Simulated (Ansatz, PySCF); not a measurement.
System: methanol, CH₄O, net charge 0, singlet state. SMILES: CO
Geometry: optimised at B3LYP-D3(BJ)/def2-TZVP (Ansatz, a first-principles code).

Wanted: vertical triplet-singlet gap (E(triplet) - E(singlet); each state is the SCF solution reached for its spin), in kcal/mol. Valence correlation only, unless marked. UHF or UKS for open shells. Spin-orbit coupling is left out. Non-relativistic. CBS(X,Y): correlation extrapolated as X^-3; Hartree-Fock from the larger set. The bracket is a focal-point correction in the basis named.

```json
[
 {"level": "HF/def2-SVPD", "program": "Ansatz", "vertical triplet-singlet gap (kcal/mol)": "141.4", "minus last row": "-14.8"},
 {"level": "r2SCAN/def2-TZVPD", "program": "Ansatz", "vertical triplet-singlet gap (kcal/mol)": "146.7", "minus last row": "-9.5"},
 {"level": "M06-2X/def2-TZVPD", "program": "PySCF", "vertical triplet-singlet gap (kcal/mol)": "158.1", "minus last row": "1.9"},
 {"level": "B2PLYP/def2-TZVPD", "program": "Ansatz", "vertical triplet-singlet gap (kcal/mol)": "154.3", "minus last row": "-1.9"},
 {"level": "MP2/def2-SVPD", "program": "Ansatz", "vertical triplet-singlet gap (kcal/mol)": "168.1", "minus last row": "11.9"},
 {"level": "RI-MP2/def2-TZVPPD", "program": "Ansatz", "vertical triplet-singlet gap (kcal/mol)": "164.7", "minus last row": "8.5"},
 {"level": "RI-MP2/CBS(aug-cc-pVTZ,aug-cc-pVQZ)", "program": "Ansatz", "vertical triplet-singlet gap (kcal/mol)": "165.2", "minus last row": "9.0"},
 {"level": "RI-MP2/CBS(def2-TZVPPD,def2-QZVPPD)", "program": "Ansatz", "vertical triplet-singlet gap (kcal/mol)": "166.4", "minus last row": "10.2"},
 {"level": "SCS-MP2/def2-SVPD", "program": "Ansatz", "vertical triplet-singlet gap (kcal/mol)": "168.1", "minus last row": "11.9"},
 {"level": "SCS-MP2/def2-TZVPPD", "program": "Ansatz", "vertical triplet-singlet gap (kcal/mol)": "164.8", "minus last row": "8.6"},
 {"level": "CCSD/aug-cc-pVDZ", "program": "Ansatz", "vertical triplet-singlet gap (kcal/mol)": "151.4", "minus last row": "-4.8"},
 {"level": "CCSD/aug-cc-pVTZ", "program": "Ansatz", "vertical triplet-singlet gap (kcal/mol)": "153.4", "minus last row": "-2.8"},
 {"level": "CCSD(T)/def2-SVPD", "program": "Ansatz", "vertical triplet-singlet gap (kcal/mol)": "159.7", "minus last row": "3.5"},
 {"level": "CCSD(T)/aug-cc-pVTZ", "program": "Ansatz", "vertical triplet-singlet gap (kcal/mol)": "153.9", "minus last row": "-2.3"},
 {"level": "RI-MP2/CBS(aug-cc-pVTZ,aug-cc-pVQZ)+[CCSD(T)-MP2]/aug-cc-pVTZ", "program": "Ansatz", "vertical triplet-singlet gap (kcal/mol)": "156.2", "minus last row": "0.0"}
]
```
